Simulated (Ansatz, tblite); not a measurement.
# The cluster Au₄: a ladder of methods and basis sets

An exercise on one series of results from a longer session: the logs are not shown, and one member is left open.

Program: Ansatz 0.2.0, Gaussian basis. Level of theory: as each input shows. These are calculated values, not measurements.

Plan: GFN1-xTB, GFN2-xTB, PBE-D4/def2-TZVP, r2SCAN-D4/def2-TZVP, B3LYP-D4/def2-TZVP, B97M-V/def2-TZVP, HSE06-D4/def2-TZVP, B2PLYP/def2-TZVP, HF/def2-TZVP, PBE+5HF/def2-TZVP, PBE+10HF/def2-TZVP, PBE+15HF/def2-TZVP, PBE+35HF/def2-TZVP, PBE+50HF/def2-TZVP, PBE-D4/def2-SVP, PBE0-D4/def2-SVP, PBE0-D4/def2-TZVPD, PBE-D4/def2-TZVPD, r2SCAN-D4/def2-TZVPD, CCSD(T)/def2-SVP, MP2/def2-TZVP, RPA/def2-TZVP.

### The geometry

The geometry is that of the singlet, from an earlier relaxation (PBE-D4/def2-SVP). At that level it is the lowest of the isomers that a small search found.

4 atoms, charge 0, spin multiplicity 1.

Bond lengths: Au1–Au2 2.725 Å, Au1–Au3 2.661 Å, Au1–Au4 2.725 Å, Au2–Au3 2.725 Å, Au3–Au4 2.725 Å. Angles: Au2–Au1–Au3 60.8°, Au2–Au1–Au4 121.5°, Au3–Au1–Au4 60.8°, Au1–Au2–Au3 58.5°, Au1–Au3–Au2 60.8°, Au1–Au3–Au4 60.8°, Au2–Au3–Au4 121.6°, Au1–Au4–Au3 58.5°.

Au takes a core potential in the def2 sets. No spin-orbit coupling is included.

PBE0-D4/def2-TZVP was run before; its log isn't repeated, and its numbers join the tables.

The first run:

Tight binding, by tblite at 300 K electronic temperature and without a spin-polarisation term:

```python
tblite.interface.Calculator('GFN1-xTB', numbers, positions, charge=0, uhf=0).singlepoint()
```

Tight binding, by tblite at 300 K electronic temperature and without a spin-polarisation term:

```python
tblite.interface.Calculator('GFN2-xTB', numbers, positions, charge=0, uhf=0).singlepoint()
```

start.molden holds the orbitals of an earlier run on this state, given as this run's starting guess.

The input, in.yaml:

```yaml
crystal:
  periodic: [false, false, false]
  atoms:
    - {symbol: Au, position_ang: [1.309720, -0.233834, 0.010994]}
    - {symbol: Au, position_ang: [0.418400, 2.335423, -0.159628]}
    - {symbol: Au, position_ang: [-1.309628, 0.233790, -0.010219]}
    - {symbol: Au, position_ang: [-0.418493, -2.335389, 0.158854]}
basis:
  gaussian: {orbitals: def2-TZVP, initial_orbitals: start.molden}
hamiltonian: {xc: pbe, dispersion: d4}
scf: {omitted_lower_state_checks: [starts]}
output: {forces: true, orbitals: {seedname: orbitals}}
```

The run is started by

```bash
$ ansatz run in.yaml --threads 4 --pin off --events-out ev --progress --plain --max-ram 3916MiB
```

Steps of the session up to this table: PBE-D4/def2-TZVP; r2SCAN-D4/def2-TZVP; B3LYP-D4/def2-TZVP; B97M-V/def2-TZVP; HSE06-D4/def2-TZVP; B2PLYP/def2-TZVP; HF/def2-TZVP; PBE+5HF/def2-TZVP; PBE+10HF/def2-TZVP; PBE+15HF/def2-TZVP; PBE+35HF/def2-TZVP; PBE+50HF/def2-TZVP; PBE-D4/def2-SVP; PBE0-D4/def2-SVP; PBE0-D4/def2-TZVPD; PBE-D4/def2-TZVPD; r2SCAN-D4/def2-TZVPD; CCSD(T)/def2-SVP; MP2/def2-TZVP; RPA/def2-TZVP.

One of the session's tables, all rows but one given; the rest of the session is left out.

```
               level  HOMO (eV)  LUMO (eV)  gap (eV)
        HF/def2-TZVP          ?          ?         ?
     PBE-D4/def2-SVP      -5.62      -4.63      0.99
    PBE-D4/def2-TZVP      -5.64      -4.67      0.97
   PBE-D4/def2-TZVPD      -5.60      -4.63      0.98
 r2SCAN-D4/def2-TZVP      -5.67      -4.54      1.12
r2SCAN-D4/def2-TZVPD      -5.63      -4.49      1.14
    B97M-V/def2-TZVP      -5.42      -4.47      0.95
  B3LYP-D4/def2-TZVP      -6.05      -4.12      1.93
    PBE0-D4/def2-SVP      -6.05      -3.81      2.24
   PBE0-D4/def2-TZVP      -6.06      -3.83      2.23
  PBE0-D4/def2-TZVPD      -6.03      -3.77      2.26
  HSE06-D4/def2-TZVP      -5.72      -4.19      1.53
   PBE+5HF/def2-TZVP      -5.73      -4.50      1.23
  PBE+10HF/def2-TZVP      -5.81      -4.33      1.48
  PBE+15HF/def2-TZVP      -5.90      -4.17      1.73
  PBE+35HF/def2-TZVP      -6.22      -3.48      2.74
  PBE+50HF/def2-TZVP      -6.46      -2.97      3.49
```

Estimate the missing values for HF/def2-TZVP.

The run gave: HOMO (eV): -6.43; LUMO (eV): -0.74; gap (eV): 5.69. In the column «HOMO (eV)» it lies between PBE+50HF/def2-TZVP (-6.46) and PBE+35HF/def2-TZVP (-6.22).
